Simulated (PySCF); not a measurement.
Reproducing measurements on BH6N

**The experiment to reproduce.**

From Beach, A photoelectron spectroscopic study of bonding in inorganic and organometallic compounds, PhD thesis, LBL 1985, for the gas: B 1s binding energy of B1 193.73 eV; N 1s binding energy of N2 408.41 eV.

The results are set against them at the end.

BH6N.
Atom-mapped SMILES: `[BH3-:1][NH3+:2]` (hydrogens: H3, H4, H5 on B1; H6, H7, H8 on N2)

Structure used (PBE0-D3(BJ)/def2-TZVP), in Å, numbered top down from 1:
```
atom  x, y, z in Å
B1    -0.820    0.048    0.107
N2     0.801   -0.054   -0.110
H3    -1.307   -0.402   -0.907
H4    -1.053   -0.623    1.090
H5    -1.047    1.228    0.267
H6     1.297    0.303    0.700
H7     1.093    0.484   -0.919
H8     1.088   -1.017   -0.253
```

Runs made with PySCF (gas phase, on this PBE0-D3(BJ)/def2-TZVP geometry; non-relativistic but for the core-level run):

```tsv
level	job	basis functions	wall time
delta-SCF UKS SCAN, pcX-3 on the ionised atom, pcseg-2 elsewhere, spin-free X2C	ΔSCF core ionisation, 2 holes	198	13 s
```

Hardware: an Arm Neoverse V1 with one thread, shared host.

**Comparison with experiment**

**Core binding energies.** Delta-SCF UKS SCAN, pcX-3 on the ionised atom, pcseg-2 elsewhere, spin-free X2C (PySCF).

```
level and atom  computed (eV)  measured (eV)  computed − measured (eV)
      B 1s, B1         193.82         193.73                     +0.09
      N 1s, N2         408.07         408.41                     -0.34
```

Sources, in the order of the opening: Beach, A photoelectron spectroscopic study of bonding in inorganic and organometallic compounds, PhD thesis, LBL 1985. Against the first value of each row the mean signed difference is -0.13 eV and the largest in size -0.34 eV. The computed values are vertical, without vibrational structure; measured positions hang on the energy calibration. 

No measured geometry was used, and the causes of the misses weren't examined.
